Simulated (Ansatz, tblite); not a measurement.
Forces on the cluster SiC₂ at its PBE-D4/def2-TZVP geometry. The state is a singlet with charge 0.

The xTB rows come from tblite. The structure comes from a short search, and lower isomers may exist.

GFN1-xTB (tblite), largest force 2.21 eV/Å:

```xyz
3
positions Å, forces eV/Å
Si   -0.686   -0.550   -0.755   -0.405   -0.325   -0.446
C     0.688   -0.255    0.450    1.386   -1.654    0.470
C    -0.003    0.805    0.305   -0.981    1.979   -0.025
```

GFN2-xTB (tblite), largest force 3.97 eV/Å:

```
Si -1.236 -0.993 -1.361
C 2.695 -2.693 1.114
C -1.459 3.686 0.247
```

PBE0-D4/def2-TZVP (Ansatz), largest force 0.83 eV/Å:

```
Si 0.250 0.201 0.276
C -0.561 0.568 -0.229
C 0.310 -0.768 -0.047
```
